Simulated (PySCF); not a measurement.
Working with the constants of LiF⁺

UHF-CCSD(T) constants of LiF⁺, ²Π (doublet), unpaired electrons π ↑ (basis Li cc-pVDZ, F cc-pVDZ; no relativity; PySCF 2.14; masses 7.0160 and 18.9984 u):

- ωe: 286.1 cm⁻¹
- ωexe: 7.59 cm⁻¹
- Be: 0.73705 cm⁻¹
- αe: 0.0289 cm⁻¹
- D (centrifugal): 1.96e-05 cm⁻¹
- De to Li⁺ + F: 0.421 eV

Problem. Give the vibrational terms G(v) and spacings up to v = 4.

Solution. G(v) = ωe(v+½) − ωexe(v+½)².

```csv
v,G(v) (cm⁻¹),G(v) − G(v−1),Bv (cm⁻¹)
0,141.2,,0.7226
1,412.1,270.9,0.6937
2,667.8,255.7,0.6648
3,908.4,240.6,0.6359
4,1133.8,225.4,0.6070
```

Problem. How well does the Morse estimate ωe²/(4ωexe) reproduce De, and what is D0?

Solution. It gives 0.334 eV, 79 % of the computed De. D0 = De − G(0) = 0.421 − 0.018 = 0.403 eV.

Correlated steps freeze 1 core orbital. Correlated levels converge slowly with the basis: in double zeta they bind strong bonds too weakly, by up to about 1 eV, and carry superposition errors of some tenths. For an ion De counts to the pair picked by the measured ionisation energies or electron affinities, which need not be the lowest pair at this level. The state is the lowest determinant that a PBE0 search found; another state may lie lower at other levels.
